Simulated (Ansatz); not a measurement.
## How the TA phonon frequency at L of zinc-blende BAs moves with the method

No measured value is used here.

```csv
level (code),value (cm⁻¹),cell (Å³/atom)
LDA (Ansatz),139,13.25
PBE (Ansatz),139,13.90
PBE-D3(BJ) (Ansatz),(withheld),13.52
r²SCAN (Ansatz),144,13.68
```

Question: Complete the blanks.

Answer: 
- PBE-D3(BJ) (Ansatz, a program for electronic structure), value (cm⁻¹): 138

PBE-D3(BJ): the dispersion coefficients are held fixed in the derivatives. Each level is taken at its own relaxed cell. Cutoffs and k meshes differ between the levels. Ansatz's density-functional and Hartree–Fock values are scalar-relativistic unless marked +SOC, with PAW data made under PBE.
